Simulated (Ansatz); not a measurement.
Reaction (SMILES): P#P (P2) → 2 P atom
B3LYP-D3(BJ)/def2-TZVP geometries, fixed; electronic energies without zero-point terms.

How fast the atomisation energy converges with the basis for several methods (Ansatz, a quantum-chemistry and plane-wave program): deviation from each method's own reference, in kcal/mol. References: B2PLYP 118.15 kcal/mol, the value in aug-cc-pV(5+d)Z; B3LYP 116.20 kcal/mol, the value in aug-cc-pV(5+d)Z; CCSD(T) 116.08 kcal/mol, Hartree-Fock in aug-cc-pV(Q+d)Z plus the correlation part extrapolated as X^-3 from aug-cc-pV(T+d)Z and aug-cc-pV(Q+d)Z; HF 38.90 kcal/mol, the value in pcseg-4; MP2 119.11 kcal/mol, Hartree-Fock in aug-cc-pV(Q+d)Z plus the correlation part extrapolated as X^-3 from aug-cc-pV(T+d)Z and aug-cc-pV(Q+d)Z; PBE 121.74 kcal/mol, the value in aug-cc-pV(5+d)Z. Cartesian d functions, on some or all atoms, in 6-31+G*, 6-311G**; all else is spherical. In correlated methods cores are frozen. A restricted Hartree-Fock determinant is unstable towards unrestricted orbitals. Open shells are unrestricted. No added dispersion term, no relativity. 

```tsv
basis	functions	B2PLYP	B3LYP	CCSD(T)	HF	MP2	PBE
def2-SVP	36	-9.57	-3.89	-23.44	(withheld)	-23.88	-2.89
cc-pV(D+d)Z	46	-9.04	-3.11	-24.22	(withheld)	-23.78	-2.37
6-31+G*	46	-13.06	-8.17	-25.28	(withheld)	-26.15	-7.50
def2-SVPD	48	-8.33	-2.81	-22.49	(withheld)	-22.11	-1.99
aug-pcseg-1	54	-10.14	-5.28	-23.68	(withheld)	-22.85	-4.53
6-311G**	54	-12.74	-7.74	-25.09	(withheld)	-25.80	-7.48
aug-cc-pV(D+d)Z	64	-8.02	-2.98	-21.87	(withheld)	-20.93	-2.56
pcseg-2	68	-5.53	-2.73	-12.44	(withheld)	-13.83	-2.53
def2-TZVP	74	-3.37	-0.49	-11.46	(withheld)	-11.41	-0.23
def2-TZVPP	84	-3.16	-0.46	-10.75	(withheld)	-10.78	-0.19
aug-cc-pV(Q+d)Z	178	-0.63	0.03	-3.74	(withheld)	-3.67	-0.07
cc-pV(5+d)Z	200	-0.24	-0.06	-2.40	(withheld)	-2.14	-0.03
```

What belongs in the gaps?


- def2-SVP, HF: -7.13
- cc-pV(D+d)Z, HF: -4.94
- 6-31+G*, HF: -11.58
- def2-SVPD, HF: -4.85
- aug-pcseg-1, HF: -5.64
- 6-311G**, HF: -11.48
- aug-cc-pV(D+d)Z, HF: -3.37
- pcseg-2, HF: -4.48
- def2-TZVP, HF: -0.93
- def2-TZVPP, HF: -0.92
- aug-cc-pV(Q+d)Z, HF: -0.10
- cc-pV(5+d)Z, HF: -0.17

Mean absolute deviation over 6-311G**, pcseg-2, def2-TZVP, def2-TZVPP: PBE 2.61, B3LYP 2.85, HF 4.45, B2PLYP 6.20, CCSD(T) 14.94, MP2 15.46 kcal/mol.
